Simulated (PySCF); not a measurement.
Coordinates in bohr (charge 0 multiplicity 2):
```
Al    0.0000    0.0000   -1.2036
H     0.0000    0.0000   -4.4718
F     0.0000    0.0000    1.9467
```

These are results of PySCF, UPBE0, basis Al def2-TZVP, H def2-TZVP, F def2-TZVP (no relativity, density fitting), not measurements.

This geometry of AlHF is a stationary point at this level.

(1) What is the point group?

(2) Is it a minimum?

(3) List the harmonic modes with their infrared intensities.

(4) What are the dipole moment and the gap between the highest occupied and lowest empty levels of either spin?

## Answers

(1) C∞v.

(2) No: it has 2 imaginary modes (one degenerate set), at 978i cm⁻¹ (π).

(3) 
```json
{"symmetry": "π", "ω (cm⁻¹)": "978i", "IR (km/mol, summed over degenerate members)": "–", "type": "bend"}
{"symmetry": "σ+", "ω (cm⁻¹)": "756", "IR (km/mol, summed over degenerate members)": "72.5", "type": "stretch"}
{"symmetry": "σ+", "ω (cm⁻¹)": "1278", "IR (km/mol, summed over degenerate members)": "330", "type": "stretch"}
```

(4) 1.25 D and 2.83 eV.

Only a few start shapes were tried, so a lower isomer may exist. At this level a doublet minimum of Cs symmetry lies 101 kJ/mol below this structure.
